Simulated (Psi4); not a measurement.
# A workflow on [C3H3]+ (SMILES c1c[cH+]1)

Wanted: a geometry optimisation (TPSS-D4/6-311G**), then vibrational wavenumbers, then a single-point energy (MP2/cc-pVTZ) of [C3H3]+. 

Program for the calculation: Psi4 1.11.

### Step 1. The system as given

[C3H3]+ has 6 atoms, charge +1, and is taken as a singlet. SMILES: `c1c[cH+]1`. The shape is that of a GFN2-xTB optimisation. The run starts from this shape.

Bond lengths: C1–C2 1.378 Å, C1–C3 1.378 Å, C2–C3 1.378 Å, C1–H4 1.073 Å, C2–H5 1.073 Å, C3–H6 1.074 Å. Angles: C1–C2–C3 60.0°, C2–C1–C3 60.0°, C1–C3–C2 60.0°, C1–C2–H5 150.2°, C3–C2–H5 149.8°, C2–C1–H4 149.9°, C3–C1–H4 150.0°, C1–C3–H6 149.9°, C2–C3–H6 150.1°.

### Step 2. A geometry optimisation at TPSS-D4/6-311G(d,p) (density fitting) (run 1)

The input, calc.in:

```
memory 1600 mb

molecule {
  1 1
  C     -1.37177109    -0.16977300    -0.59184332
  C      1.15250617     0.39769286    -0.87959192
  C      0.21839565    -0.22826002     1.46890301
  H     -3.22287121    -0.39491497    -1.39042269
  H      2.71281524     0.93507428    -2.05931015
  H      0.51092525    -0.53983806     3.45224617
  units au
  symmetry c1
}

set {
  basis 6-311G**
  geom_maxiter 60
}

optimize("tpss-d4")
```

The run is started by

```
$ psi4 -n 1 calc.in calc.out
```

calc.out:

```text
Psi4 1.11 release

gradient() will perform analytic gradient computation.

   => Loading Basis Set <=

    Name: 6-311G**
    Role: ORBITAL
    Keyword: BASIS

   => TPSS-D4(BJ,EEQ)ATM: Empirical Dispersion <=

        a1 =       0.428223
        a2 =       4.542571
       alp =      16.000000
        s6 =       1.000000
        s8 =       1.765964
        s9 =       1.000000
        ga =       3.000000
        gc =       2.000000
        wf =       6.000000

         ---------------------------------------------------------
                                   SCF
                              RKS Reference
                        1 Threads,   1525 MiB Core
         ---------------------------------------------------------

  ==> Geometry <==

    Molecular point group: c1
    Full point group: C1

    Geometry (in Bohr), charge = 1, multiplicity = 1:

       Center              X                  Y                   Z               Mass
    ------------   -----------------  -----------------  -----------------  -----------------
         C           -1.371526233338    -0.169676694989    -0.591129550582    12.000000000000
         C            1.152751026662     0.397789165011    -0.878878150582    12.000000000000
         C            0.218640506662    -0.228163714989     1.469616779418    12.000000000000
         H           -3.222626353338    -0.394818664989    -1.389708920582     1.007825032230
         H            2.713060096662     0.935170585011    -2.058596380582     1.007825032230
         H            0.511170106662    -0.539741754989     3.452959939418     1.007825032230

  Running in c1 symmetry.

  Rotational constants: A =      1.01136  B =      1.01122  C =      0.50565 [cm^-1]
  Rotational constants: A =  30319.73895  B =  30315.68179  C =  15158.85910 [MHz]
  Nuclear repulsion =   58.886585008391030

  Charge       = 1
  Multiplicity = 1
  Electrons    = 20
  Nalpha       = 10
  Nbeta        = 10

  ==> Algorithm <==

  SCF Algorithm Type is DF.
  DIIS enabled.
  MOM disabled.
  Fractional occupation disabled.
  Guess Type is SAD.
  Energy threshold   = 1.00e-08
  Density threshold  = 1.00e-08
  Integral threshold = 1.00e-12

  ==> Primary Basis <==

  Basis Set: 6-311G**
    Blend: 6-311G**
    Number of shells: 36
    Number of basis functions: 72
    Number of Cartesian functions: 75
    Spherical Harmonics?: true
    Max angular momentum: 2

  ==> DFT Potential <==

   => LibXC <=

    Version 7.1.2

   => Composite Functional: TPSS-D4BJEEQATM <=

    TPSS Meta-GGA XC Functional

    Deriv               =              1
    GGA                 =           TRUE
    Meta                =           TRUE

    Exchange Hybrid     =          FALSE
    MP2 Hybrid          =          FALSE

   => Exchange Functionals <=

    1.0000   XC_MGGA_X_TPSS

   => Correlation Functionals <=

    1.0000   XC_MGGA_C_TPSS

   => LibXC Density Thresholds  <==

    XC_MGGA_C_TPSS:  1.00E-15
    XC_MGGA_X_TPSS:  1.00E-15

   => Molecular Quadrature <=

    Radial Scheme          =       TREUTLER
    Pruning Scheme         =           NONE
    Nuclear Scheme         =       TREUTLER

    Blocking Scheme        =         OCTREE
    BS radius alpha        =              1
    Pruning alpha          =              1
    Radial Points          =             75
    Spherical Points       =            302
    Total Points           =         130288
    Total Blocks           =           1019
    Max Points             =            256
    Max Functions          =             72
    Weights Tolerance      =       1.00E-15

   => Loading Basis Set <=

    Name: (6-311G** AUX)
    Role: JKFIT
    Keyword: DF_BASIS_SCF

  ==> Integral Setup <==

  DFHelper Memory: AOs need 0.015 GiB; user supplied 0.499 GiB.
  SCF_SUBTYPE=INCORE selected. In-core MEM_DF algorithm will be used.
  Using in-core AOs.

  ==> MemDFJK: Density-Fitted J/K Matrices <==

    J tasked:                   Yes
    K tasked:                    No
    wK tasked:                   No
    Memory [MiB]:               511
    Algorithm:                 Core
    Schwarz Cutoff:           1E-12
    Mask sparsity (%):       0.0000
    Fitting Condition:        1E-10

   => Auxiliary Basis Set <=

  Basis Set: (6-311G** AUX)
    Blend: CC-PVTZ-JKFIT
    Number of shells: 105
    Number of basis functions: 327
    Number of Cartesian functions: 393
    Spherical Harmonics?: true
    Max angular momentum: 4

  Cached 100.0% of DFT collocation blocks in 0.619 [GiB].

  Minimum eigenvalue in the overlap matrix is 1.5339076995E-03.
  Reciprocal condition number of the overlap matrix is 2.7385974761E-04.
    Using symmetric orthogonalization.

  ==> Pre-Iterations <==

  SCF Guess: Superposition of Atomic Densities via on-the-fly atomic UHF (no occupation information).

   -------------------------
    Irrep   Nso     Nmo
   -------------------------
     A         72      72
   -------------------------
    Total      72      72
   -------------------------

  ==> Iterations <==

                           Total Energy        Delta E     RMS |[F,P]|

   @DF-RKS iter SAD:  -115.73244373270735   -1.15732e+02   0.00000e+00
[... 1 line left out ...]
   @DF-RKS iter   2:  -115.65949839965579    5.80445e-03   6.86664e-03 ADIIS/DIIS
[... 1 line left out ...]
   @DF-RKS iter   4:  -115.78740188947094   -3.31529e-04   2.77259e-05 DIIS
[... 1 line left out ...]
   @DF-RKS iter   6:  -115.78740374906143   -2.00968e-07   6.64913e-06 DIIS
[... 1 line left out ...]
   @DF-RKS iter   8:  -115.78740386754633   -2.06427e-10   1.92814e-08 DIIS
[... 1 line left out ...]
  Energy and wave function converged.
[... 30 lines left out ...]
  @DF-RKS Final Energy:  -115.78740386754740
[... 4 lines left out ...]
    One-Electron Energy =                -264.9209037304464118
[... 1 line left out ...]
    DFT Exchange-Correlation Energy =     -17.0845130317806593
[... 1 line left out ...]
    VV10 Nonlocal Energy =                  0.0000000000000000
[... 15 lines left out ...]
 Dipole X            :         -0.0004179            0.0007956            0.0003778
[... 1 line left out ...]
 Dipole Z            :         -0.0012646            0.0023091            0.0010445
[... 124 lines left out ...]
	                                 ==> Convergence Check <==
[... 6 lines left out ...]
	   Step    Total Energy     Delta E     Max Force     RMS Force      Max Disp      RMS Disp   ~
[... 85 lines left out ...]
    Weights Tolerance      =       1.00E-15
[... 41 lines left out ...]
   @DF-RKS iter   0:  -115.77887109484493   -1.15779e+02   6.05762e-04
[... 1 line left out ...]
   @DF-RKS iter   2:  -115.78782378268019   -9.90365e-06   3.59514e-05 DIIS
[... 1 line left out ...]
   @DF-RKS iter   4:  -115.78782667327106   -2.87135e-07   3.09057e-06 DIIS
[... 1 line left out ...]
   @DF-RKS iter   6:  -115.78782669874164   -7.25801e-09   3.22415e-08 DIIS
[... 1 line left out ...]
  Energy and wave function converged.
[... 12 lines left out ...]
  @DF-RKS Final Energy:  -115.78782669874435
[... 4 lines left out ...]
    One-Electron Energy =                -265.1654506015357811
[... 1 line left out ...]
    DFT Exchange-Correlation Energy =     -17.0832870773582428
[... 1 line left out ...]
    VV10 Nonlocal Energy =                  0.0000000000000000
[... 15 lines left out ...]
 Dipole X            :         -0.0002300            0.0004360            0.0002060
[... 1 line left out ...]
 Dipole Z            :         -0.0007164            0.0012885            0.0005721
[... 93 lines left out ...]
	                                 ==> Convergence Check <==
[... 6 lines left out ...]
	   Step    Total Energy     Delta E     Max Force     RMS Force      Max Disp      RMS Disp
[... 74 lines left out ...]
    Weights Tolerance      =       1.00E-15
[... 27 lines left out ...]
   @DF-RKS iter   0:  -115.78874677416445   -1.15789e+02   3.09074e-05
[... 1 line left out ...]
   @DF-RKS iter   2:  -115.78782826090510    7.68651e-09   7.77577e-06 DIIS
[... 1 line left out ...]
   @DF-RKS iter   4:  -115.78782842333021   -2.58026e-10   7.15010e-07 DIIS
[... 1 line left out ...]
   @DF-RKS iter   6:  -115.78782842468959   -9.37916e-13   1.91327e-09 DIIS
[... 25 lines left out ...]
    Final Occupation by Irrep:
[... 5 lines left out ...]
  @DF-RKS Final Energy:  -115.78782842468959

   => Energetics <=

    Nuclear Repulsion Energy =             59.0259206802897225
    One-Electron Energy =                -265.2115781899798321
    Two-Electron Energy =                 107.4851284245228982
    DFT Exchange-Correlation Energy =     -17.0844792676989137
    Empirical Dispersion Energy =          -0.0028200718234642
    VV10 Nonlocal Energy =                  0.0000000000000000
    Total Energy =                       -115.7878284246895930

Computation Completed

Properties will be evaluated at   0.000000,   0.000000,   0.000000 [a0]

Properties computed using the SCF density matrix

 Multipole Moments:

 ------------------------------------------------------------------------------------
     Multipole            Electronic (a.u.)      Nuclear  (a.u.)        Total (a.u.)
 ------------------------------------------------------------------------------------

 L = 1.  Multiply by 2.5417464519 to convert [e a0] to [Debye]
 Dipole X            :         -0.0000963            0.0002085            0.0001122
 Dipole Y            :         -0.0000326            0.0000426            0.0000100
 Dipole Z            :         -0.0004094            0.0007239            0.0003145
 Magnitude           :                                                    0.0003340

 ------------------------------------------------------------------------------------

	total time  =          3 seconds =       0.05 minutes

         ------------------------------------------------------------
                                   SCF GRAD
         ------------------------------------------------------------

  ==> Geometry <==

    Molecular point group: c1
    Full point group: C1

    Geometry (in Bohr), charge = 1, multiplicity = 1:

       Center              X                  Y                   Z               Mass
    ------------   -----------------  -----------------  -----------------  -----------------
         C           -1.363345788908    -0.168000665846    -0.588204996480    12.000000000000
         C            1.146646358039     0.395501233328    -0.872824490885    12.000000000000
         C            0.216664131765    -0.227507778099     1.460906941911    12.000000000000
         H           -3.234063914374    -0.396524174408    -1.395788520538     1.007825032230
         H            2.721689568773     0.938363564272    -2.068021109496     1.007825032230
         H            0.512794645992    -0.541753534272     3.465268757765     1.007825032230

  Nuclear repulsion =   59.025920680289722

   => Molecular Quadrature <=

    Radial Scheme          =       TREUTLER
    Pruning Scheme         =           NONE
    Nuclear Scheme         =       TREUTLER

    Blocking Scheme        =         OCTREE
    BS radius alpha        =              1
    Pruning alpha          =              1
    Radial Points          =             75
    Spherical Points       =            302
    Total Points           =         130305
    Total Blocks           =           1031
    Max Points             =            256
    Max Functions          =             72
    Weights Tolerance      =       1.00E-15

  -Total Gradient:
     Atom            X                  Y                   Z
    ------   -----------------  -----------------  -----------------
       1        0.000036718368    -0.000117987765     0.000052645314
       2       -0.000115323849    -0.000006118327    -0.000166290183
       3        0.000066166984     0.000128114096     0.000044584150
       4       -0.000033385200     0.000047652412    -0.000024209171
       5        0.000073854279     0.000012958210     0.000048122814
       6       -0.000027294999    -0.000060935624     0.000025212229

	total time  =          1 seconds =       0.02 minutes

    			-----------------------------------------

    			 OPTKING 3.0: for geometry optimizations

    			        with contributions from

    			-----------------------------------------

	                            ===> Fragment 1 <==

	 Z (Atomic Numbers)          Masses                          Geom
	       6.000000            12.000000         -1.36334579 -0.16800067 -0.58820500
	       6.000000            12.000000          1.14664636  0.39550123 -0.87282449
	       6.000000            12.000000          0.21666413 -0.22750778  1.46090694
	       1.000000             1.007825         -3.23406391 -0.39652417 -1.39578852
	       1.000000             1.007825          2.72168957  0.93836356 -2.06802111
	       1.000000             1.007825          0.51279465 -0.54175353  3.46526876

	 - Coordinate -           - BOHR/RAD -       - ANG/DEG -
	 R(1,2)           =         2.588166           1.369598
	 R(1,3)           =         2.588210           1.369622
	 R(1,4)           =         2.050366           1.085007
[... 20 lines of this table left out ...]
	 D(5,2,3,6)       =        -0.002038          -0.116787

	        --- Internal Coordinate Step in ANG or DEG, aJ/ANG or AJ/DEG ---
	-------------------------------------------------------------------------------
	           Coordinate      Previous         Force          Change          New
	           ----------      --------        ------          ------        ------
	               R(1,2)       1.36960       -0.00001       -0.00003       1.36957
	               R(1,3)       1.36962       -0.00011       -0.00005       1.36957
	               R(1,4)       1.08501       -0.00028       -0.00007       1.08493
[... 20 lines of this table left out ...]
	           D(5,2,3,6)      -0.11679        0.00000        0.03885      -0.07793
	-------------------------------------------------------------------------------

	                                 ==> Convergence Check <==

	Measures of convergence in internal coordinates in au.

	Criteria marked as inactive (o), active & met (*), and active & unmet ( ).

	----------------------------------------------------------------------------------------------
	   Step    Total Energy     Delta E     Max Force     RMS Force      Max Disp      RMS Disp
	----------------------------------------------------------------------------------------------
	  Convergence Criteria     1.00e-06 *    3.00e-04 *             o    1.20e-03 *             o
	----------------------------------------------------------------------------------------------
	     3    -115.78782842   -1.73e-06      8.98e-05 *    3.34e-05 o    1.18e-03 *    4.53e-04 o  ~
	----------------------------------------------------------------------------------------------

Next Geometry in Ang
	Fragment 1 (Ang)

	    C  -0.7213882601  -0.0887535404  -0.3112888139
	    C   0.6068734491   0.2092923580  -0.4616287738
	    C   0.1145527764  -0.1205241974   0.7731037784
	    H  -1.7112090280  -0.2098469427  -0.7386888894
	    H   1.4399842830   0.4965087002  -1.0944898164
	    H   0.2713905135  -0.2866347607   1.8336998039

    Final optimized geometry and variables:
    Molecular point group: c1
    Full point group: C1

    Geometry (in Bohr), charge = 1, multiplicity = 1:

    C           -1.363345788908    -0.168000665846    -0.588204996480
    C            1.146646358039     0.395501233328    -0.872824490885
    C            0.216664131765    -0.227507778099     1.460906941911
    H           -3.234063914374    -0.396524174408    -1.395788520538
    H            2.721689568773     0.938363564272    -2.068021109496
    H            0.512794645992    -0.541753534272     3.465268757765

    Psi4 run time: 0:00:15.37

[set-up sections that repeat, and orbital energies of the middle runs, are left out above]
```

The script printed:

```text
Optimizer: Optimization complete!
```

It took 16 s on 1 thread of AMD EPYC 9R45 (Zen 5), shared host; peak memory 0.89 GiB.

Step by step:

```tsv
step	energy from the first frame kept (eV)	largest force (eV/Å)
0	0.0000	1.0445
1	-0.0115	0.0470
2	-0.0116	0.0104
```

After the run. Bond lengths: C1–C2 1.370 Å, C1–C3 1.370 Å, C2–C3 1.370 Å, C1–H4 1.085 Å, C2–H5 1.085 Å, C3–H6 1.085 Å. Angles: C1–C2–C3 60.0°, C2–C1–C3 60.0°, C1–C3–C2 60.0°, C1–C2–H5 150.1°, C3–C2–H5 149.9°, C2–C1–H4 150.0°, C3–C1–H4 150.0°, C1–C3–H6 150.0°, C2–C3–H6 150.0°.

[end of part 1 of 2]
